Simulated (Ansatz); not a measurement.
# C2H5NS: the cost of one run

Program: Ansatz 0.2.0. Level of theory: RKS B3LYP-D4/6-31G. These are calculated values, not measurements.

### 1 The starting structure

Bond lengths: C1–N2 1.252 Å, N2–C3 1.417 Å, C3–S4 1.831 Å, C1–H5 1.097 Å, C1–H6 1.079 Å, C3–H7 1.102 Å, C3–H8 1.092 Å, S4–H9 1.332 Å. Angles: C1–N2–C3 120.3°, N2–C1–H5 124.2°, N2–C1–H6 118.3°, H5–C1–H6 117.4°, N2–C3–S4 109.7°, N2–C3–H7 114.5°, N2–C3–H8 109.0°, S4–C3–H7 108.7°, S4–C3–H8 104.2°, H7–C3–H8 110.2°, C3–S4–H9 96.1°.

As a file:

```xyz
9

C    -0.2599    1.4893    0.0492
N    -0.3729    0.4339   -0.6142
C     0.4872   -0.6642   -0.3644
S    -0.5070   -2.1516    0.0229
H     0.4973    1.6520    0.8257
H    -0.9369    2.3022   -0.1630
H     1.2118   -0.5018    0.4493
H     1.0087   -0.9242   -1.2878
H    -1.1282   -1.6357    1.0824
```

### 2 Relaxing end A

Contents of input.yaml:

```yaml
crystal:
  periodic: [false, false, false]
  atoms:
    - { symbol: C, position_ang: [-0.25994, 1.48933, 0.04921] }
    - { symbol: "N", position_ang: [-0.37293, 0.43392, -0.61423] }
    - { symbol: C, position_ang: [0.48724, -0.6642, -0.36445] }
    - { symbol: S, position_ang: [-0.50704, -2.15161, 0.02287] }
    - { symbol: H, position_ang: [0.49728, 1.65204, 0.82571] }
    - { symbol: H, position_ang: [-0.93694, 2.30216, -0.16303] }
    - { symbol: H, position_ang: [1.21178, -0.50177, 0.44934] }
    - { symbol: H, position_ang: [1.00871, -0.92415, -1.28782] }
    - { symbol: H, position_ang: [-1.12816, -1.63571, 1.08241] }
basis:
  gaussian: { orbitals: "6-31G" }
hamiltonian:
  xc: b3lyp
  dispersion: d4
relax:
  f_tol: 0.02
  max_steps: 50
output:
  orbitals: {}
```

Launch:

```sh
$ ansatz run input.yaml --threads 1 --pin off --max-ram 2048MiB --backend cpu --events-out ev --progress --plain --runs-dir out
```

Q: Estimate wall time and peak memory on 1 thread of Arm Neoverse V2, shared host.

About 18 s, with a peak of 0.13 GiB.
